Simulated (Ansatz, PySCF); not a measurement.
Noncovalent pair: HCl (SMILES Cl) (first 2 atoms) with H2S (SMILES S); geometry from NCB31 set.
(charge 0, multiplicity 1):
```xyz
5

Cl    -1.912     0.000     0.003
H     -0.627     0.000    -0.104
S      1.843     0.000    -0.102
H      1.823    -0.962     0.835
H      1.822     0.962     0.835
```

Interaction energies are E(AB) − E(A) − E(B) at the monomers' geometry in the complex; basis-set methods are counterpoise corrected.

Correlated levels freeze the cores. CBS(a, b) extrapolates the correlation energy as X⁻³ and adds the Hartree–Fock energy of set b.

Codes used: Ansatz (Gaussian orbitals); PySCF for the dispersion terms. Each number belongs to the level named beside it.

PBE/def2-TZVPPD gives -3.92 kcal/mol for the interaction energy.

**Question.** Predict the shift from PBE, with its sign, for: PBE-D3(BJ)/def2-TZVPPD, r2SCAN/def2-TZVPPD, PBE0/def2-TZVPPD, wB97M-V/def2-TZVPPD, B2PLYP/def2-TZVPPD, MP2/CBS(aug-cc-pV(T+d)Z, aug-cc-pV(Q+d)Z), CCSD(T)/CBS(aug-cc-pV(T+d)Z, aug-cc-pV(Q+d)Z).

**Answer.** PBE-D3(BJ)/def2-TZVPPD -0.79; r2SCAN/def2-TZVPPD 0.13; PBE0/def2-TZVPPD 0.37; wB97M-V/def2-TZVPPD 0.62; B2PLYP/def2-TZVPPD 0.99; MP2/CBS(aug-cc-pV(T+d)Z, aug-cc-pV(Q+d)Z) 0.07; CCSD(T)/CBS(aug-cc-pV(T+d)Z, aug-cc-pV(Q+d)Z) 0.51 kcal/mol. 6 of 7 lie above PBE; the widest gap is to B2PLYP/def2-TZVPPD.

Ansatz is a first-principles code.
